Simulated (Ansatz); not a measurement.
Geometry optimisation, UKS B3LYP-D4/def2-SVP (Ansatz).

input.yaml

```yaml
crystal:
  periodic: [false, false, false]
  atoms:
    - { symbol: Al, position_ang: [-3.3e-05, -6.2e-05, -0.09636] }
    - { symbol: Cl, position_ang: [-0.000462, 0.001186, 2.099191] }
    - { symbol: H, position_ang: [1.403589, -0.000241, -0.797946] }
    - { symbol: H, position_ang: [-1.403457, -0.000241, -0.798339] }
    - { symbol: F, position_ang: [0.000363, -0.000641, 4.793454] }
magnetization:
  spin_polarized: true
  initial_magnetization: 1
basis:
  gaussian: { orbitals: def2-SVP }
hamiltonian:
  xc: b3lyp
  dispersion: d4
relax:
  f_tol: 0.03
  max_steps: 50
output:
  orbitals: {}
```

Launched with:

```bash
$ ansatz run input.yaml --threads 1 --pin off --max-ram 2048MiB --backend cpu --events-out ev --progress --plain --runs-dir out
```

Problem. Where does it end, and by what steps?

Solution. It converged. The force dipped under the threshold on the way, but the program's further checks kept it going. After 31 steps the energy has fallen by 2.138 eV; F5 moved furthest, 2.67 Å. Joined: Al1–F5 (4.89 → 1.75 Å).

| step | energy less start (eV) | largest force component (eV/Å) | accepted |
| --- | --- | --- | --- |
| 0 | 0.0000 | 1.016 | yes |
| 2 | -0.0675 | 0.270 | yes |
| 4 | -0.0696 | 0.012 | yes |
| 6 | -0.0696 | 0.002 | yes |
| 8 | -0.0696 | 0.005 | yes |
| 10 | -0.0703 | 0.018 | yes |
| 12 | -0.0808 | 0.057 | yes |
| 14 | -0.1557 | 0.178 | yes |
| 16 | -0.2347 | 0.349 | yes |
| 18 | -0.3020 | 0.165 | yes |
| 20 | -0.3796 | 0.170 | yes |
| 22 | -0.4792 | 0.261 | yes |
| 24 | -0.8494 | 0.927 | yes |
| 26 | -1.7874 | 1.223 | yes |
| 28 | -2.1275 | 0.351 | yes |
| 30 | -2.1371 | 0.057 | yes |
| 31 | -2.1379 | 0.002 | yes |

```xyz
5
Properties=species:S:1:pos:R:3
Al 0.140 -0.170 0.668
Cl -0.811 1.317 2.319
H 1.515 0.427 0.187
H -1.019 -0.716 -0.246
F 0.176 -0.859 2.272
```

Whether the end is a true minimum wasn't checked by a vibrational analysis.

The run took 57 s on 1 thread of Intel(R) Xeon(R) 6975P-C (Granite Rapids) (shared host), peak memory 0.17 GiB.
